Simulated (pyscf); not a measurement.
H₃Si–SiH₃ (SMILES [SiH3][SiH3]) + OH• (SMILES [OH]) → SiH₂ (SMILES [SiH2]) [singlet] + SiH₃• (SMILES [SiH3]) + H₂O (SMILES O), gas phase, doublet surface. Single points on ωB97X-D3(BJ)/def2-SVP structures (PySCF, gas phase). MP2 and CC: frozen core, UHF for open shells. ΔMP2 is the change of the MP2 total energy from the triple- to the quadruple-zeta basis. ΔG in kcal/mol from CCSD(T)/def2-TZVPP + ΔMP2(QZVPP) energies (ideal gas, 1 atm, RRHO with modes under 100 cm⁻¹ raised to 100, one conformer, R ln 2 for chiral ones without a mode under 150 cm⁻¹).

```
T (K)     ΔG
-----  -----
298    +15.3
600     +3.9
900        ?
1200   -17.3
```

### Question
Fit a line to the three values, predict ΔG at 900 K, and estimate where the reaction turns favourable at 1 atm of each gas.

### Answer
Least squares gives ΔG = +25.8 − 36.0 × T/1000 K, so ΔS is about +151 J/(mol K) and ΔH about +25.8 kcal/mol over this range (ΔH at 298 K: +26.9). At 900 K the line gives -6.6; the computed value is -7.0. ΔG = 0 falls near 720 K; 1 kcal/mol in the energy moves that by 28 K. This is thermodynamics alone and says nothing of the barrier. The CCSD(T) − MP2 part came from Ansatz, without density fitting, on the same reference. Left out: orbital degeneracy and the spin-orbit lowering of OH.
